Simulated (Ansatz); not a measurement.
The same path of AlH3O + H2 (7 atoms, charge 0, multiplicity 1) was run twice with different band settings. Lost on the way: H6–H7. Made: Al1–H6, O2–H7.

Level of theory: RKS r2SCAN/6-31G* (Ansatz).

Relaxed end points:

```xyz
7
Properties=species:S:1:pos:R:3
Al -0.037 -0.655 -0.103
O 0.077 -0.250 1.560
H -0.720 -0.017 2.052
H 1.327 -1.038 -0.811
H -1.459 -0.643 -0.824
H -0.045 3.089 1.638
H 0.096 2.361 1.644
```

```xyz
7
Properties=species:S:1:pos:R:3
Al 0.023 0.408 -0.138
O -0.003 0.193 1.895
H -0.865 -0.166 2.166
H 1.328 -0.397 -0.586
H -1.416 -0.270 -0.374
H 0.090 2.016 -0.127
H 0.080 1.063 2.320
```

Common settings: movable images 7; climbing image yes; spring 5.0 eV/Å²; optimiser quadratic models (default); force threshold 0.03 eV/Å; iteration limit 60; end points relaxed.

| run | start path |
| --- | --- |
| 1 | through a guess of the saddle point |
| 2 | straight line |

(1) What does each run give, and how far can it be trusted?

## Answers

(1) Run 1: converged after 18 iterations, highest image 0.969 eV above the first end. A vibrational analysis at the climbing image gives one clearly imaginary mode, 1192i cm⁻¹: a first-order saddle point.
Run 2: converged after 15 iterations, highest image 0.969 eV above the first end. Another band between the same ends (7 images) ends at a top of the same energy, where a vibrational analysis finds 1 clearly imaginary mode.
The orbitals stay closed-shell, which can raise the energy where a bond breaks towards radicals; this wasn't checked here.
